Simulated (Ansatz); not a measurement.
Input file:

```yaml
crystal:
  periodic: [false, false, false]
  atoms:
    - {symbol: Be, position_ang: [0.000000, 0.000000, 0.437171]}
    - {symbol: Be, position_ang: [0.000000, 0.000000, -2.222829]}
    - {symbol: H, position_ang: [0.000000, 0.000000, 1.785657]}
basis:
  gaussian: {orbitals: def2-SVPD, point_charges: [{charge: 1.00, position_ang: [3.903, 0.216, 0.521]}]}
correlation: {method: fic_mrcisd_q, electrons: valence, active_space: {window: {electrons: 3, orbitals: 3}}}
accuracy: high
magnetization: {spin_polarized: true, initial_magnetization: 1}
```

```sh
$ ansatz run in.yaml --threads 1 --pin off --events-out ev --progress --plain --max-ram 2393MiB
```

Problem. One thing in this input was set wrong on purpose, beside settings that are merely unusual. What is the gravest fault, and what does the program do?

Solution. Active space on unrestricted orbitals. How the run ends: refused.
```
Error: invalid value for `correlation.active_space`: it starts from restricted Hartree–Fock orbitals; set hamiltonian.xc: hf without magnetization.spin_polarized
```
